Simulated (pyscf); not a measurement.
Single points on ωB97X-D3(BJ)/def2-SVP structures (PySCF, gas phase).

Task: For the elementary gas-phase step HO–Ge(OH)(OH)–OH + hydrogen chloride (HCl) -> HO–Ge(OH)(OH)–Cl + water (H₂O) (singlet surface; Ge–O, Cl–H broken, Cl–Ge, H–O formed), what barrier and reaction energy does ωB97M-D3(BJ)/def2-TZVP give, measured from the separated reactants?

Result: ΔE‡ = 0.29 eV, ΔE = -0.26 eV. Zero-point energy shifts the barrier by +0.11 eV. It is a four-centre exchange, with an imaginary mode of 225i cm⁻¹. On the reactant side the descent ends in a complex, 0.32 eV under the separated species and 0.56 eV under the saddle at ωB97X-D3(BJ)/def2-TZVP. On the product side the descent ends in a complex (not fully relaxed), 0.24 eV under the separated species and 0.82 eV under the saddle at ωB97X-D3(BJ)/def2-TZVP. This is the saddle that the search found; another between the same sides may lie lower. Elements up to Kr have no core potential and no relativistic terms here.
